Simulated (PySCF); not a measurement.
# FH3Si: the cost of one run

Programs: PySCF 2.14.0, with density-fitted response routines of our own. Each step states its level of theory. These are calculated values for one molecule in the gas phase, unless marked as measured. Atoms count from 0, in the outputs and in this text.

**1. Starting geometry**

5 atoms, charge 0, multiplicity 1; geometry from: PBE0-D3(BJ)/def2-SVP.

Bonds of the start (Å): F0–Si1 1.62, Si1–H2 1.49, Si1–H3 1.49, Si1–H4 1.49.

**2. Core-electron binding energies: SCAN, X2C**

Job settings and geometry (Å):

```
{"job": {"kind": "xps"}, "charge": 0, "multiplicity": 1}
F      1.543627     0.093501    -0.358244
Si    -0.047814     0.087319    -0.032446
H     -0.571197     1.471635    -0.197042
H     -0.243664    -0.376652     1.369066
H     -0.723058    -0.839260    -0.982788
```

Method: delta-SCF UKS SCAN, pcX-2 on the ionised atom, pcseg-1 elsewhere, spin-free X2C.

Launch:

```sh
OMP_NUM_THREADS=1 python probes_run.py task.json out
```

One launch serves the whole session: the jobs run in the order shown.

**Question.** How long does this first job take on 1 thread of Arm Neoverse N1, shared host, and how much memory does it need?

About 6.6 s, with a peak of 0.29 GiB.
